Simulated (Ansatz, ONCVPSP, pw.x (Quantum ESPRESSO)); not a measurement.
From atom to crystal: ONCV potential for W (Z = 74)

| Property | Result |
| --- | --- |
| Element | W (Z = 74) |
| Generator | ONCVPSP 4.0.1.1 (patched build) |
| Type | optimised norm-conserving Vanderbilt (ONCV) |
| Functional | LDA (Perdew-Wang 92) |
| Relativity | scalar-relativistic |
| Frozen core | [Kr] 4d10 4f14 |
| Valence charge | 14 |
| Reference configuration | 5s2 5p6 5d4.5 6s1.5 |
| Partial waves | 5s+6s: rc 1.65 bohr, ncon 3, nbas 7, qcut 6 1/bohr, 2 projectors; 5p: rc 1.95 bohr, ncon 5, nbas 9, qcut 5.9 1/bohr, 1 projector; 5d: rc 2.75 bohr, ncon 4, nbas 9, qcut 5.7 1/bohr, 3 projectors, debl 3.2 Ha; f scattering state at 0.09 Ha: rc 2.95 bohr, ncon 4, nbas 7, qcut 3.4 1/bohr, 2 projectors, debl 1 Ha |
| Local potential | polynomial inside 1.25 bohr (lpopt 5, dvloc0 4 Ha) |
| Core correction | none |

Atomic tests: cutoffs needed: 14 Ha and 18 Ha (the cutoffs (Ha) at which the residual kinetic energy of the hardest occupied pseudo-wave falls to 1 and 0.1 mHa per electron); ghost test: no bound ghost flagged; GHOST(+) flagged for s at 168.8 eV; configuration tests: 1 of 4 tests not solved or not reliable.

Crystal test: bcc W in pw.x 7.5, no spin, 15³ k-points, Fermi–Dirac smearing 0.01 Ry, cutoffs 45/180 Ry. The reference is all-electron LAPW (Ansatz 0.2.0) with the same functional, mesh and smearing; V0 and B0 come from Birch–Murnaghan fits to the pressures at five volumes. Errors are pseudo minus all-electron; Δ is the rms difference of the E(V) curves that follow from these fits, minima aligned, over ±6 % about the mean V0. Mesh and smearing are coarse, so the numbers serve the comparison and aren't converged zero-temperature values; the lattice is a test structure that the element need not adopt.

| V (Å³/atom) | P all-electron (GPa) | P pseudo (GPa) |
| --- | --- | --- |
| 14.659 | 18.54 | 14.22 |
| 15.044 | 8.50 | 4.44 |
| 15.430 | -0.34 | -4.18 |
| 15.816 | -8.12 | -11.75 |
| 16.201 | -14.96 | -18.41 |

All-electron: a0 = 3.136 Å (V0 = 15.41 Å³/atom), B0 = 332.7 GPa.

Pseudopotential: mean pressure error (GPa): -3.86; a0 (Å): 3.123; a0 error (%): -0.39; B0 error (%): +2.1; Δ (meV/atom): 13.0. The largest radius (2.95 bohr) exceeds half the bond length (2.57 bohr), so the spheres overlap, which is one possible source of error among others. Atomic configuration tests: 1 of 4 tests not solved or not reliable.

Task: At the middle volume, how do free energy and pressure move when the wave cutoff is lowered (ecutrho kept at four times it)?

Result:

```
cutoff (Ry)  shift of F (meV/atom)  shift of P (GPa)
         20                +1547.2            -69.75
         27                 +164.2             -9.03
         36                   +9.9             -0.52
```

Input at the middle volume:

```
&control
  calculation='scf', prefix='x', pseudo_dir='./', outdir='./tmp', tstress=.true., disk_io='none'
/
&system
  ibrav=0, nat=1, ntyp=1, ecutwfc=45, ecutrho=180, nbnd=15,
  occupations='smearing', smearing='fd', degauss=0.01
/
&electrons
  conv_thr=1e-09, mixing_beta=0.4, electron_maxstep=70
/
ATOMIC_SPECIES
W 1.0 W.UPF
CELL_PARAMETERS angstrom
  -1.56832228 1.56832228 1.56832228
  1.56832228 -1.56832228 1.56832228
  1.56832228 1.56832228 -1.56832228
ATOMIC_POSITIONS crystal
W 0.0000 0.0000 0.0000
K_POINTS automatic
15 15 15 0 0 0
```

```bash
pw.x < W.scf.in > W.scf.out
```

Lines of the output:

```
Message from routine setup:
     using ibrav=0 with symmetry is DISCOURAGED, use correct ibrav instead
     lattice parameter (alat)  =       5.1333  a.u.
     unit-cell volume          =     104.1268 (a.u.)^3
     number of electrons       =        14.00
     number of Kohn-Sham states=           15
     kinetic-energy cutoff     =      45.0000  Ry
     charge density cutoff     =     180.0000  Ry
     scf convergence threshold =      1.0E-09
     Exchange-correlation= SLA  PW   NOGX NOGC
     number of k points=   120  Fermi-Dirac smearing, width (Ry)=  0.0100
     iteration #  1     ecut=    45.00 Ry     beta= 0.40
     total energy              =    -137.34278443 Ry
     estimated scf accuracy    <       0.06185318 Ry
     iteration #  2     ecut=    45.00 Ry     beta= 0.40
     total energy              =    -137.34140910 Ry
     estimated scf accuracy    <       0.01077073 Ry
     iteration #  3     ecut=    45.00 Ry     beta= 0.40
     total energy              =    -137.34256638 Ry
     estimated scf accuracy    <       0.00050332 Ry
     iteration #  4     ecut=    45.00 Ry     beta= 0.40
     total energy              =    -137.34260444 Ry
     estimated scf accuracy    <       0.00001055 Ry
     iteration #  5     ecut=    45.00 Ry     beta= 0.40
     total energy              =    -137.34260596 Ry
     estimated scf accuracy    <       0.00000110 Ry
     iteration #  6     ecut=    45.00 Ry     beta= 0.40
     total energy              =    -137.34260616 Ry
     estimated scf accuracy    <       0.00000012 Ry
     iteration #  7     ecut=    45.00 Ry     beta= 0.40
     total energy              =    -137.34260617 Ry
     estimated scf accuracy    <          1.8E-09 Ry
     iteration #  8     ecut=    45.00 Ry     beta= 0.40
     the Fermi energy is    22.7623 ev
!    total energy              =    -137.34260617 Ry
     estimated scf accuracy    <          7.1E-10 Ry
     smearing contrib. (-TS)   =      -0.00209976 Ry
     The total energy is F=E-TS. E is the sum of the following terms:
     one-electron contribution =     -17.77982481 Ry
     hartree contribution      =      15.95309251 Ry
     xc contribution           =     -15.17604484 Ry
     ewald contribution        =    -120.33772927 Ry
     convergence has been achieved in   8 iterations
          total   stress  (Ry/bohr**3)                   (kbar)     P=      -41.76
     Message from routine punch:
     Nothing written, as per user request (disk_io='none')
```

The run at the middle volume (120 k-points, 8 iterations) took about 17 s on one core of a shared host (Intel(R) Xeon(R) Platinum 8488C, 96 threads, 744 GiB, load 53).
